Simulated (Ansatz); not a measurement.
Program: Ansatz. Geometries: PBE0-D4/def2-TZVP. ΔE: electronic, gas phase. CCSD(T)/CBS adds triple-zeta CCSD(T) − MP2 to the extrapolated MP2 energy (def2 sets, frozen cores). This one scheme is used for every species. DFT in def2-TZVPP. B3LYP here is the variant with VWN-RPA as its local correlation; programs differ in this. Each species was taken in one conformer, which may not be the lowest.

Reaction (substitution at a C–O bond): `CNCO` + `SS` → `CNCSS` + H₂O

```csv
level,ΔE (kJ/mol),difference from CCSD(T)/CBS
PBE-D4,-54.2,-1.8
r2SCAN-D4,-50.0,2.4
PBE0-D4,-49.9,2.5
B3LYP-D4,-48.2,4.2
ωB97X-V,-40.1,12.3
ωB97M-V,-43.7,8.7
B2PLYP,-42.5,9.9
PBE,-45.9,6.5
r2SCAN,-47.7,4.7
PBE0,-42.4,10.0
B3LYP,-34.8,17.6
HF/def2-TZVPP,-17.3,35.1
MP2/def2-TZVPP,-57.1,-4.7
SCS-MP2/def2-TZVPP,-46.5,5.9
CCSD/def2-TZVPP,-39.1,13.3
CCSD(T)/def2-TZVPP,-45.3,7.1
HF/def2-QZVPP,-17.1,35.3
MP2/def2-QZVPP,-61.2,-8.8
SCS-MP2/def2-QZVPP,-50.4,2.0
HF/CBS(def2),-17.1,35.3
MP2/CBS(def2),-64.3,-11.9
CCSD/CBS(def2),-46.3,6.1
CCSD(T)/CBS,-52.4,0
```

Largest T1 diagnostic among the species: 0.012.

In def2-TZVPP, CCSD(T) changes the Hartree–Fock value by −28.0 kJ/mol (the triples alone add −6.1 kJ/mol) and MP2 by −39.9 kJ/mol. From PBE to PBE0 (25 % exact exchange), in def2-TZVPP and without D4, ΔE moves by +3.5 kJ/mol. The D4 term adds −13.4 kJ/mol with B3LYP and −7.5 kJ/mol with PBE0; it sums over pairs of atoms, weighted by their polarisabilities, and B3LYP, whose exchange is more repulsive, gets the larger term.
